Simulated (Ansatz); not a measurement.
**Structure relaxation of Cs2KPbF6**

Level of theory: DFT r2SCAN, scalar-relativistic, plane waves, PAW (Ansatz 0.2.0). Cutoff 500 eV, Γ-centred k mesh, Gaussian smearing, no spin polarisation in the final step.

The start is a database structure of Cs2KPbF6, space group Fm-3m (No. 225).

```xyz
10
Lattice="0.0000 4.8635 4.8635 4.8635 0.0000 4.8635 4.8635 4.8635 0.0000" Properties=species:S:1:pos:R:3 pbc="T T T"
K     4.8635    4.8635    4.8635
Cs    2.4318    2.4318    2.4318
Cs    7.2953    7.2953    7.2953
Pb    0.0000    0.0000    0.0000
F     7.4558    4.8635    4.8635
F     4.8635    2.2712    4.8635
F     4.8635    7.4558    4.8635
F     4.8635    4.8635    7.4558
F     4.8635    4.8635    2.2712
F     2.2712    4.8635    4.8635
```

Steps on the 8×8×8 mesh (10 atoms). 3 of 5 steps are shown, and the free energy counts from the last. Trial steps that were taken back and renewals of the plane-wave basis can be among the rows.

```tsv
step	ΔF (meV/atom)	V (Å³/atom)	P (GPa)	largest force component (eV/Å)
1	9.1	23.01	-2.10	0.207
2	-0.4	21.65	0.10	0.090
5	0.0	21.61	0.02	0.001
```

A final relaxation ran on a 8×8×8 mesh. The relaxed crystal, Fm-3m (No. 225):

```
K Cs Pb F
1.0
     0.00000    4.76258    4.76258
     4.76258    0.00000    4.76258
     4.76258    4.76258    0.00000
K Cs Pb F
1 2 1 6
Direct
  0.50000 0.50000 0.50000
  0.25000 0.25000 0.25000
  0.75000 0.75000 0.75000
  0.00000 0.00000 0.00000
  0.23449 0.76551 0.76551
  0.23449 0.76551 0.23449
  0.76551 0.23449 0.76551
  0.76551 0.76551 0.23449
  0.23449 0.23449 0.76551
  0.76551 0.23449 0.23449
```

- Volume per atom: 21.61 Å³
- Density: 4.81 g/cm³
- Energy over the elements: -2.70 eV/atom
- Gap on the 8×8×8 mesh: 0 eV (a metal)

The zero of energy is the elements' standard structures at the same level (F₂ as a molecule); no fitted shifts are applied.

The final run used a 8×8×8 mesh on its 10-atom cell and 0.10 eV smearing. For metals, differences of a few meV/atom aren't resolved. Spin–orbit coupling is left out.

A structure relaxed within its symmetry needn't be a true minimum.

Cost: 3 runs of about 8.9 core-minutes in all, on Arm Neoverse V1 (shared hosts).